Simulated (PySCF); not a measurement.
H2O2, charge +1, multiplicity 2. Atoms are numbered in the order given.

```xyz
4

O      0.1575    -0.6348     0.0000
O     -0.1575     0.6348     0.0000
H     -0.7197    -1.1115     0.0000
H      0.7197     1.1115     0.0000
```
Charge +1, spin multiplicity 2.

The structure is a stationary point at B3LYP-D3(BJ)/def2-TZVP. The multiplicity is an assumed one; other spin states were not compared.

Level of theory: PySCF with M06-2X/def2-TZVPD.

Mulliken values depend strongly on the basis, most of all with diffuse functions as here. ESP charges are fitted to the potential on shells at 1.4 to 2.0 van der Waals radii. Atomic charges (e):

| atom | ESP fit | Mulliken | meta-Löwdin | Mulliken spin |
|---|---|---|---|---|
| O1 | -0.04 | 0.01 | 0.04 | 0.52 |
| O2 | -0.04 | 0.01 | 0.04 | 0.52 |
| H3 | 0.54 | 0.49 | 0.46 | -0.02 |
| H4 | 0.54 | 0.49 | 0.46 | -0.02 |
